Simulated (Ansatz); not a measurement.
# SiH₃S+ (SMILES [SiH2+]S): functionals against CCSD(T) at one geometry

An exercise on one series of results from a longer session: the logs are not shown, and one member is left open.

Computed with Ansatz 0.2.0, Gaussian basis. Level: single points in def2-TZVPP.

Cores are frozen in the correlated methods.

## The starting structure

SMILES `[SiH2+]S`, 5 atoms, charge 1, spin multiplicity 1.

Atoms are counted from 1 here; the program's logs count them from 0.

Bond lengths: Si1–S2 2.076 Å, Si1–H3 1.480 Å, Si1–H4 1.428 Å, S2–H5 1.360 Å. Angles: S2–Si1–H3 122.4°, S2–Si1–H4 116.2°, H3–Si1–H4 121.4°, Si1–S2–H5 97.8°.

As a file:

| atom | x (Å) | y (Å) | z (Å) |
| --- | --- | --- | --- |
| Si1 | -0.4100 | -0.4910 | -0.0958 |
| S2 | 0.6274 | 1.2450 | -0.5635 |
| H3 | -0.2567 | -1.1797 | 1.2053 |
| H4 | -1.2618 | -1.0103 | -1.1171 |
| H5 | 1.2722 | 1.4013 | 0.6238 |

Set-up of the first run:

Input file run/in.yaml:

```yaml
crystal:
  periodic: [false, false, false]
  atoms:
    - {symbol: Si, position_ang: [-0.410000, -0.491000, -0.095800]}
    - {symbol: S, position_ang: [0.627400, 1.245000, -0.563500]}
    - {symbol: H, position_ang: [-0.256700, -1.179700, 1.205300]}
    - {symbol: H, position_ang: [-1.261800, -1.010300, -1.117100]}
    - {symbol: H, position_ang: [1.272200, 1.401300, 0.623800]}
basis:
  gaussian: {orbitals: def2-TZVPP}
total_charge: 1
correlation: {method: ccsd_t}
output: {forces: true}
```

No record of the launch command was kept for these runs.

Steps of the session up to this table: CCSD(T)/def2-TZVPP; PBE0-D4/def2-TZVPP; wB97M-V/def2-TZVPP; r2SCAN-D4/def2-TZVPP; PBE-D4/def2-TZVPP; HSE06-D4/def2-TZVPP; revPBE-D4/def2-TZVPP.

One of the session's tables, all rows but one given; the rest of the session is left out.

| method | RMS force component (eV/Å) | angle to CCSD(T) forces (°) |
| --- | --- | --- |
| CCSD(T) | 0.481 | reference |
| PBE0-D4 | 0.543 | 9.0 |
| wB97M-V | 0.521 | 8.3 |
| r2SCAN-D4 | 0.509 | 8.1 |
| PBE-D4 | 0.502 | 22.0 |
| HSE06-D4 | ? | ? |
| revPBE-D4 | 0.485 | 23.8 |

Q: Estimate the row for HSE06-D4 from the others.

The run gave: RMS force component (eV/Å): 0.539; angle to CCSD(T) forces (°): 9.0. In the column «RMS force component (eV/Å)» it lies between wB97M-V (0.521) and PBE0-D4 (0.543).
